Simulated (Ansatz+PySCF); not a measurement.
The numbers below are computed, except where a source is named.
# Several solutions for singlet CH3N

```yaml
atoms:
  - { symbol: C, position_ang: [-0.0029, -0.0458, -0.6317] }
  - { symbol: N, position_ang: [0.0249, -0.0982, 0.6485] }
  - { symbol: H, position_ang: [0.0352, 0.9194, 1.0597] }
  - { symbol: H, position_ang: [-0.0159, -0.9979, -1.1867] }
  - { symbol: H, position_ang: [-0.0394, 0.8813, -1.2322] }
```

Basis set: def2-SVP (spherical functions). Charge 0, multiplicity 1.

CASSCF(2,2) was run from several starts with Ansatz (development build ahead of 0.2.0) and PySCF 2.14.0. The starts are those of the Hartree–Fock orbitals from which the active space was taken at the frontier.

| run | program | start | converged | energy (hartree) | <S²> |
| --- | --- | --- | --- | --- | --- |
| A | Ansatz | search for the lowest state | yes | -93.98661 | 0.00 |
| B | Ansatz | atomic start, no search | yes | -93.98661 | 0.00 |
| C | Ansatz | stability test followed | yes | -93.98661 | 0.00 |
| D | PySCF | program defaults | yes | -93.95900 | 0.00 |

(1) Which runs reached the lowest solution of this kind, and what is wrong with the others?

Answers

(1) A, B, C reached the lowest solution found. Converged but too high: D by 0.75 eV. Convergence only shows a stationary point; in CASSCF the end hangs on which orbitals enter the active space. Caution: other starts end on other solutions of this active space.
